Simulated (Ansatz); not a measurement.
What does this script print? It uses the Python package of Ansatz (0.2.0).

The script, `x2c_alfh2.py`:
```python
# -*- coding: utf-8 -*-
"""AlFH2 with and without the spin-free two-component Hamiltonian."""

import ansatz as az
import numpy as np

params = {
    "xc": "pbe",
}

GEOMETRY = """
F    -0.36750   -0.04510    1.71000
Al    0.01030   -0.01360   -0.05150
H    -0.38410   -1.27390   -0.96890
H     0.79680    1.27230   -0.71000
"""

system = az.Crystal.molecule()
for line in GEOMETRY.strip().splitlines():
    symbol, *xyz = line.split()
    system = system.atom(symbol, [float(v) for v in xyz])

base = system.calculation().functional(params["xc"]).forces()
# a set contracted for a scalar-relativistic Hamiltonian goes with the relativistic run
sets = {"none": "cc-pVTZ", "scalar": "cc-pVTZ-DK"}
found = {kind: base.basis(gaussian=basis).pseudopotentials(relativity=kind).run(threads=1).report for kind, basis in sets.items()}
for kind, each in found.items():
    dipole = 4.803205 * np.linalg.norm(each["charge_distribution"]["dipole_moment_e_ang"])
    print(f"{kind:7s} E = {each['free_energy_ev']:.4f} eV  dipole {dipole:.3f} D  largest force component {np.abs(each['forces_ev_ang']).max():.4f} eV/A")
print(f"relativity lowers the total energy by {found['none']['free_energy_ev'] - found['scalar']['free_energy_ev']:.3f} eV")
```

Running `python x2c_alfh2.py` prints:
```text
none    E = -9342.3786 eV  dipole 1.583 D  largest force component 2.3629 eV/A
scalar  E = -9356.7766 eV  dipole 1.586 D  largest force component 2.3625 eV/A
relativity lowers the total energy by 14.398 eV
```

The total moves by -14.4 eV, nearly all in the cores, and the dipole from 1.58 to 1.59 D.

What to keep in mind:
- Total energies depend on the basis set; only differences at equal settings carry meaning.
- The geometry is a force-field or estimated start, not a minimum of this method. The basis set changes with the Hamiltonian (a set recontracted for scalar relativity), and most of the change in the total lies in the cores.
- Timing: 2.6 s on 1 thread of Arm Neoverse V2, on a shared host, peak memory 0.19 GiB.
